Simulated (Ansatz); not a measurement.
Electronic dielectric constant ε∞ of some tetrahedrally bonded semiconductors and semimetals

Method: LDA (Ansatz, a quantum-chemistry and plane-wave program, PAW). References are measured values at room or unstated temperature, uncorrected unless marked, so that the deviations hold thermal and zero-point effects besides the level's error. The table is a random draw of 8 from 11 solids with such references.

| solid | reference | LDA | deviation (%) |
|---|---|---|---|
| zinc-blende AlP | 7.54 | 8.33 | +10.5 |
| diamond-structure Si | 11.8 | 13.3 | +12.7 |
| zinc-blende CuCl | 3.61¶ | 5.62 | +56 |
| zinc-blende GaN (metastable phase) | 5.3 | 5.77 | +8.9 |
| zinc-blende ZnS | 5.13 | 6.18 | +20 |
| wurtzite GaN | 5.3 | 5.69 | +7.4 |
| cubic BN | 4.5 | 4.57 | +1.6 |
| 3C-SiC | 6.52 | 6.92 | +6.1 |

Over these 8 solids the mean deviation is +15.4 %, the mean absolute deviation 15.4 % (median 9.7 %), and the worst case zinc-blende CuCl at +56 %; the value is above the reference in 8 of 8 cases. Over all 11, from unrounded values, the mean deviation is +15.6 % and the mean absolute deviation 15.6 % (median 8.8 %).

¶ marks references of a special kind: zinc-blende CuCl, 3.61 (measured, room temperature, copied from a table, unchecked, long-wavelength limit of the electronic terms of a dispersion formula fitted to measured refractive indices over 0.43-2.5 um; lattice terms left out; as tabulated in Feldman and Horowitz (1969), doi:10.1364/josa.59.001406).

Differences are worked out from the printed values.

Each level is taken at its own relaxed cell. Ansatz's density-functional and Hartree–Fock values are scalar-relativistic unless marked +SOC, with PAW data made under PBE.

Ansatz's runs of these crystals have no spin polarisation.

Not in this set, of the tetrahedrally bonded semiconductors and semimetals with a reference value in our tables and a result at some level: 6 for no value at LDA (not run, a failed fit, an unstable or unbound cell, or a value held back for tests); 3 for a run that failed a test (LDA). These can be a level's best or worst cases. At least 2 more with a reference value are held back for tests. Solids without a released value at any level aren't counted. Layered and molecular crystals are counted apart. The metals Ce to Yb are counted apart.

References as tabulated in Skelton et al. (2020), arXiv:2005.00277; Skone et al. (2014), arXiv:1501.03184; Feldman and Horowitz (1969), doi:10.1364/josa.59.001406; Chen et al. (2018), doi:10.1103/physrevmaterials.2.073803.
